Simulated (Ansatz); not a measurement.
Basis-set extrapolation for C4H8S (`CC1CCS1`) (PBE0-D4/def2-TZVP geometry, frozen core, the Gaussian-basis code of Ansatz). Multiplicity 1, RHF reference.

```
                      def2-TZVPP   def2-QZVPP
                 HF  -553.707099  -553.725518
    MP2 correlation    -0.863474    -0.921782
CCSD(T) correlation    -0.955695      not run
```

Energies in hartree. Use E(X) = E(∞) + A·exp(−7.88·√X) for Hartree–Fock and E(X) = E(∞) + B·X^(−2.97) for correlation, with X = 3 and 4, and add CCSD(T) minus MP2 of the smaller set to the MP2 limit.

Task: What is the CCSD(T) energy at the basis-set limit?

Result: HF limit: -553.725518 + (-0.018419) × 0.13774 = -553.72806. MP2 limit: -0.921782 + (-0.058308) × 0.74074 = -0.96497. Higher-order term: -0.955695 − (-0.863474) = -0.09222. Total: -554.78525 hartree, 76.8 kcal/mol below CCSD(T)/def2-TZVPP.
